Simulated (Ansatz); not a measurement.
System: rock-salt LiF. Method: r²SCAN0 (Ansatz, a program for electronic structure, plane waves, PAW).

Total energies, extrapolated to zero smearing (they compare only within this program, potentials and cutoff; free atoms with spin allowed, lowest state found):

| system | energy (eV/atom) |
|---|---|
| rock-salt LiF, relaxed | -508.9598 |
| free Li atom | -203.5421 |
| free F atom | -805.7715 |

Q: Work out the cohesive energy per atom.

A: E_coh = [1 × (-203.5421) + 1 × (-805.7715)]/2 − (-508.9598) = 4.30 eV/atom. The reference value is 4.46 eV/atom (measured, static lattice: zero-point vibration energy added; as tabulated in Mejia-Rodriguez and Trickey (2018), arXiv:1807.09216), a difference of -0.16 eV/atom.

The PAW data were made under PBE.
